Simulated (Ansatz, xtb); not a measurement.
Species: tetrachlorosilane, SiCl₄ (charge 0, singlet). 
Coordinates optimised at B3LYP-D3(BJ)/def2-TZVP (Ansatz, a first-principles code):
```
Si
Cl 1 2.0325
Cl 1 2.0325 2 109.47
Cl 1 2.0325 2 109.47 3 120.00
Cl 1 2.0325 2 109.47 3 -120.00
```
Charge 0, spin multiplicity 1.

Harmonic wavenumbers from GFN2-xTB (xtb, at its own minimum), cm⁻¹: 111, 111, 173, 173, 173, 379, 512, 513, 514.

Task: Give the harmonic wavenumbers at B3LYP-D3(BJ)/def2-TZVP (Ansatz, finite differences of forces, unscaled).

Result: 144, 144, 217, 217, 217, 410, 606, 606, 606 cm⁻¹. Zero-point energy 4.5 kcal/mol.

Task: From these and the geometry, give the ideal-gas thermochemistry at 298.15 K and 1 atm (rigid rotor, harmonic oscillator).

Result: Point group Td, rotational symmetry number 12. Rotational constants 1.294, 1.294, 1.294 GHz. S(trans) 41.30, S(rot) 24.45, S(vib) 13.72, S(elec, spin only) 0.00, S 79.5 cal/(mol K). H(298) - H(0) 4.68 kcal/mol; G - E(el) -14.5 kcal/mol. Tabulated S at 1 bar: 79.0 cal/(mol K) (CRC Handbook, as tabulated in the package chemicals).
